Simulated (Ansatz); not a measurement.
**SiNH₃+ (doublet): from Hartree-Fock to the top rungs, cc-pVTZ**

Aim: climb from Hartree-Fock through coupled cluster and multireference methods for SiNH₃+ (doublet) at one geometry and basis, and see what each rung misses.

Method: cc-pVTZ, core rule «outside noble gas», up to 6 orbitals frozen; program: Ansatz 0.2.0, Gaussian basis.

To be run: UHF; CCSD(T) on ROHF; CCSD(T) on UHF; BCCD(T) on ROHF; CCSDT(Q) on ROHF; CCSDT(Q) on UHF; CASSCF and NEVPT2, 11 electrons in 11 orbitals.

2 further runs of the same task are left out: 2 set aside as unsound or not needed.

## Step 1: What is computed

The geometry is a PBE0/def2-TZVP stationary point (not a proven minimum) of the parent state, kept for this charge and spin.

5 atoms, charge 1, spin multiplicity 2.

Atoms are counted from 1 here; the program's logs count them from 0.

Bond lengths: Si1–N2 1.707 Å, Si1–H3 1.532 Å, N2–H4 1.008 Å, N2–H5 1.008 Å. Angles: N2–Si1–H3 94.1°, Si1–N2–H4 126.3°, Si1–N2–H5 121.7°, H4–N2–H5 112.0°.

Geometry (Å):

```
Si    0.0000   -0.0811    0.6246
N     0.0000    0.0494   -1.0775
H     0.0000    1.4343    0.8505
H     0.0000    0.9052   -1.6101
H     0.0000   -0.7657   -1.6709
```

## Step 2: UHF

in.yaml reads:

```yaml
crystal:
  periodic: [false, false, false]
  atoms:
    - {symbol: Si, position_ang: [0.000000, -0.081122, 0.624572]}
    - {symbol: N, position_ang: [0.000000, 0.049408, -1.077458]}
    - {symbol: H, position_ang: [0.000000, 1.434266, 0.850543]}
    - {symbol: H, position_ang: [0.000000, 0.905200, -1.610089]}
    - {symbol: H, position_ang: [0.000000, -0.765663, -1.670950]}
basis:
  gaussian: {orbitals: cc-pVTZ}
total_charge: 1
magnetization: {spin_polarized: true, initial_magnetization: 1}
hamiltonian: {xc: hf}
output: {orbitals: {seedname: orbitals}}
```

Launch:

```bash
$ ansatz run in.yaml --threads 1 --pin off --events-out ev --progress --plain --max-ram 2816MiB --backend cpu
```

After this run come: CCSD(T) on ROHF; CCSD(T) on UHF; BCCD(T) on ROHF; CCSDT(Q) on ROHF; CCSDT(Q) on UHF; CASSCF and NEVPT2, 11 electrons in 11 orbitals.

Before running them: what should the planned runs give, taken together? Wanted: UCCSDT(Q) below the RHF energy; RMP2 from UCCSDT(Q); UMP2 from UCCSDT(Q); RCCSD from UCCSDT(Q); RCCSD(T) from UCCSDT(Q); UCCSD(T) from UCCSDT(Q); RCCSDT(Q) from UCCSDT(Q); NEVPT2 valence from UCCSDT(Q); T1 diagnostic.

**Answer**, as computed:

```
                         quantity                      value
   UCCSDT(Q) below the RHF energy                 -9.0673 eV
              RMP2 from UCCSDT(Q)                 +991.8 meV
              UMP2 from UCCSDT(Q)                 +975.0 meV
             RCCSD from UCCSDT(Q)                 +403.0 meV
          RCCSD(T) from UCCSDT(Q)                  +45.0 meV
          UCCSD(T) from UCCSDT(Q)                  +44.2 meV
         RCCSDT(Q) from UCCSDT(Q)                   +4.2 meV
    NEVPT2 valence from UCCSDT(Q)                +1291.6 meV
levels within 1 kcal/mol (43 meV)  RCCSDT, UCCSDT, RCCSDT(Q)
                    T1 diagnostic                      0.030
   effectively unpaired electrons                       1.03
```

In words: RCCSD(T) misses by +45.0 meV, 0.5 % of the correlation energy. One determinant dominates. These misses are within one basis, not against nature; the frozen cores of restricted and unrestricted runs differ, which can shift their rows.
